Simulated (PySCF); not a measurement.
Molecule: `C[C@@H]1C=C1F`, C₄H₅F.

Mapped SMILES: `[CH3:1][C@@H:2]1[CH:3]=[C:4]1[F:5]`. Hydrogens are named by the atom that carries them.

Geometry PBE0-D3(BJ)/def2-SVP throughout; GIAO in PySCF 2.14, gas phase, one conformer, non-relativistic; equivalent atoms averaged; basis pcSseg-2.

Task: How do the absolute shieldings σ depend on the functional? (ppm; last column core-seconds on shared hosts with different chips, so compare them loosely)

Result: 
```
functional           kind    C4     C3     C1     C2     F5  H(C3)  H(C2)  H(C1)  core-s
        HF   Hartree–Fock  33.8  108.4  166.0  167.4  355.4  25.99  29.27  30.39     8.4
       LDA            LDA   8.7   95.2  156.5  144.1  295.0  25.64  27.98  29.57      20
       PBE            GGA  14.6   99.2  154.6  143.7  294.0  26.09  28.42  29.95      24
      BLYP            GGA   9.1   95.1  149.3  138.7  294.4  26.25  28.61  30.11      24
      BP86            GGA  14.9   99.1  154.3  143.6  295.8  26.14  28.50  30.01      24
      OPBE            GGA  27.2  107.3  160.4  149.3  298.5  26.18  28.46  30.01      25
       KT2            GGA  25.2  107.1  156.9  146.0  296.1  26.10  28.32  29.93      26
       KT3            GGA  27.1  107.6  156.0  145.2  298.0  26.30  28.52  30.10      25
     B97-D            GGA  19.3  102.0  153.8  143.9  300.7  26.29  28.66  30.14      24
     B3LYP  global hybrid  13.9   97.0  153.7  145.7  310.1  26.11  28.72  30.12      17
      PBE0  global hybrid  20.6  101.6  159.4  151.9  313.3  25.97  28.61  30.02      34
```

Task: Which nucleus moves most, in ppm?

Result: F5 (vinylic fluorine): from 294.0 ppm with PBE to 355.4 ppm with HF. The smallest spread is 0.66 ppm, at H(C3). Proton shifts span only some 12 ppm, so a few tenths of a ppm matter as much there as several ppm in carbon.
